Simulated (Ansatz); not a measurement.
```yaml
crystal:
  periodic: [false, false, false]
  atoms:
    - {symbol: C, position_ang: [-0.537789, 1.387365, 1.132960]}
    - {symbol: C, position_ang: [-1.000341, 0.195714, 1.035829]}
    - {symbol: O, position_ang: [-0.448729, -0.910613, 0.185775]}
    - {symbol: C, position_ang: [0.339244, -0.473681, -0.788177]}
    - {symbol: C, position_ang: [1.201706, -1.111016, -1.372948]}
    - {symbol: H, position_ang: [0.202335, 1.753402, 0.584940]}
    - {symbol: H, position_ang: [-1.156922, 1.960673, 1.933535]}
    - {symbol: H, position_ang: [-1.746893, -0.292186, 1.677009]}
    - {symbol: H, position_ang: [0.040472, 0.580053, -1.199523]}
    - {symbol: H, position_ang: [1.555499, -2.080480, -0.840885]}
    - {symbol: H, position_ang: [1.729336, -0.903023, -2.253136]}
basis:
  gaussian: {orbitals: def2-TZVP}
total_charge: 5
magnetization: {spin_polarized: true, initial_magnetization: 1}
hamiltonian: {xc: {name: revPBE0}, dispersion: d3bj}
output: {forces: true}
```

```sh
$ ansatz run in.yaml --threads 4 --pin off --events-out ev --progress --plain --max-ram 10444MiB
```

Output, abridged:

```
Functional definition: revPBE0
1135 factors; their error is unknown
mean field evaluation 1: about -6116.8444 eV, gradient 1.1e2 eV
mean field evaluation 2: about -5840.3299 eV, gradient 2.0e2 eV
mean field evaluation 4: about -6130.1776 eV, gradient 7.8e1 eV
mean field evaluation 8: about -6172.6573 eV, gradient 1.2e0 eV
mean field evaluation 16: about -6172.6431 eV, gradient 5.6e-2 eV
mean field evaluation 32: about -6172.6559 eV, gradient 2.6e-5 eV
mean field -6172.67544742 eV, -226.8416387029 hartree, gradient 6.8e-6 eV, S^2 1.050705; 14 other end points of the search recorded, 0 dependent functions left out
reference -6172.67547393 eV, -226.8416396772 hartree; 17, 16 occupied and 174, 175 virtual orbitals, 1135 factors
Total energy: -6173.11959028 eV, -226.8579606519 hartree
Atom 0 at    -0.537789     1.387365     1.132960 Å, force     0.837459     9.731565     3.298618 eV/Å
Atom 1 at    -1.000341     0.195714     1.035829 Å, force    -6.039794   -13.499418     0.592196 eV/Å
Atom 2 at    -0.448729    -0.910613     0.185775 Å, force     0.947943     3.233601    -1.666006 eV/Å
Atom 3 at     0.339244    -0.473681    -0.788177 Å, force   -13.180356     5.035750     8.918016 eV/Å
Atom 4 at     1.201706    -1.111016    -1.372948 Å, force     8.549944    -6.785729    -6.333493 eV/Å
Atom 5 at     0.202335     1.753402     0.584940 Å, force     4.595616     3.601627    -1.950259 eV/Å
Atom 6 at    -1.156922     1.960673     1.933535 Å, force    -0.614063     1.900936     0.747155 eV/Å
Atom 7 at    -1.746893    -0.292186     1.677009 Å, force    -1.258796    -1.107213     1.440102 eV/Å
Atom 8 at     0.040472     0.580053    -1.199523 Å, force     0.523594     1.418862    -1.150774 eV/Å
Atom 9 at     1.555499    -2.080480    -0.840885 Å, force     2.489281    -3.299663     0.839898 eV/Å
Atom 10 at     1.729336    -0.903023    -2.253136 Å, force     3.149173    -0.230319    -4.735453 eV/Å
Dipole moment:     0.602731     0.494366    -0.369647 e Å
```

In this input the charge is far from anything that the molecule holds. Self-consistency was reached. The result belongs to that input, not to the molecule as meant.
